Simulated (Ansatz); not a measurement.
System: zinc-blende AlP. Method: PBE (plane waves, PAW; Ansatz, an electronic-structure program).

The same calculation (at the measured cell, 20.380 Å³/atom) with different numerical settings:

| run | k mesh | gap on the mesh (eV) | total energy (eV/atom) | rough time |
|---|---|---|---|---|
| 1 | 4×4×4 | 1.561 | -647.1711 | under 3 core-s |
| 2 | 6×6×6 | 1.582 | -647.2149 | under 3 core-s |
| 3 | 8×8×8 | 1.585 | -647.2187 | under 3 core-s |
| 4 | 12×12×12 | 1.585 | -647.2192 | under 3 core-s |
| 5 | 16×16×16 | 1.585 | -647.2192 | 4 core-s |
| 6 | 20×20×20 | 1.585 | -647.2192 | 6 core-s |

In the column total energy (eV/atom) the first row differs from the last by +0.0481 and the next to last by 0.0000.

The last row is no converged limit: other settings stay fixed.
